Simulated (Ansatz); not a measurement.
`C=CS` and `C=CF` differ in one atom or group.

Ansatz, PBE0-D4/def2-TZVP geometries, multiplicity 1. Each molecule was computed in one conformer, which needn't be the lowest.

| property | `C=CS` |
| --- | --- |
| HOMO energy (ωB97M-V/def2-TZVPP) / eV | -8.64 |
| HOMO energy (B3LYP/def2-TZVPP) / eV | -6.30 |
| LUMO energy (ωB97M-V/def2-TZVPP) / eV | 2.12 |
| HOMO–LUMO gap (PBE0/def2-TZVPP) / eV | 6.55 |
| LUMO energy (B3LYP/def2-TZVPP) / eV | -0.19 |
| LUMO energy (PBE/def2-TZVPP) / eV | -0.94 |

Q: What does the change do to each property? (Best estimate.)

A: The calculation gave: 
| property | `C=CF` | shift |
| --- | --- | --- |
| HOMO energy (ωB97M-V/def2-TZVPP) / eV | -10.05 | -1.41 |
| HOMO energy (B3LYP/def2-TZVPP) / eV | -7.53 | -1.23 |
| LUMO energy (ωB97M-V/def2-TZVPP) / eV | 2.43 | 0.31 |
| HOMO–LUMO gap (PBE0/def2-TZVPP) / eV | 8.01 | 1.46 |
| LUMO energy (B3LYP/def2-TZVPP) / eV | -0.03 | 0.16 |
| LUMO energy (PBE/def2-TZVPP) / eV | -0.79 | 0.15 |

With PBE0 the HOMO falls by 1.23 eV and the LUMO rises by 0.22 eV, so the gap widens by about 1.45 eV. PBE moves the HOMO by -1.05 eV and ωB97M-V by -1.41 eV.

B3LYP here is the variant with VWN-RPA as its local correlation; programs differ in this.
